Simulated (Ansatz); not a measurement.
# PHS₂ (singlet): wave-function methods side by side at a displaced geometry (v1), cc-pVDZ

The task here is to estimate one member of a computed series from the others.

The runs use Ansatz 0.2.0, Gaussian basis; cc-pVDZ, core rule «outside noble gas», up to 15 orbitals frozen.

The runs, in order: UHF; CCSD(T) on RHF; CCSD(T) on UHF; BCCD(T) on RHF; CISD; CCSDT(Q) on RHF.

8 further runs of the same task are left out: 3 that didn't finish, 5 set aside as unsound or not needed.

## What is computed

The geometry is a PBE0/def2-TZVP stationary point (not a proven minimum) with its atoms shifted at random (size 0.040 Å).

4 atoms, charge 0, spin multiplicity 1.

Atoms are counted from 1 here; the program's logs count them from 0.

Bond lengths: S1–P2 2.094 Å, S1–H4 1.317 Å, P2–S3 1.911 Å. Angles: P2–S1–H4 94.1°, S1–P2–S3 109.8°.

Set-up of the first run:

Input file in.yaml:

```yaml
crystal:
  periodic: [false, false, false]
  atoms:
    - {symbol: S, position_ang: [-0.014872, -0.408519, 1.643475]}
    - {symbol: P, position_ang: [-0.015705, 0.768481, -0.088822]}
    - {symbol: S, position_ang: [0.032259, -0.353447, -1.634964]}
    - {symbol: H, position_ang: [-0.070518, 0.624730, 2.458720]}
basis:
  gaussian: {orbitals: cc-pVDZ}
magnetization: {spin_polarized: true, initial_magnetization: 0}
hamiltonian: {xc: hf}
output: {orbitals: {seedname: orbitals}}
```

Started as:

```bash
ansatz run in.yaml --threads 1 --pin off --events-out ev --progress --plain --max-ram 2393MiB
```

Steps of the session up to this table: UHF; CCSD(T) on RHF; CCSD(T) on UHF; BCCD(T) on RHF; CISD; CCSDT(Q) on RHF.

One table of the session follows, with a row left open; its other results are not shown here.

```
   method  from RCCSDT(Q) (meV)
      RHF                     ?
      UHF              +11655.9
     RMP2               +1469.7
     CISD               +2034.5
    RCCSD                +544.8
 RCCSD(T)                 +77.8
  BCCD(T)                 +74.0
   RCCSDT                 +45.9
RCCSDT(Q)                     0
```

**Question.** Estimate the row for RHF.

The run gave: from RCCSDT(Q) (meV): +11660.4. In the column «from RCCSDT(Q) (meV)» it is the highest.

Not comparable, so not listed: CCSD(T) on UHF (they don't share determinant, frozen orbitals or solution with the rows shown, or repeat one).

Caveats from the session: Warnings: restricted reference is unstable; spin contamination.
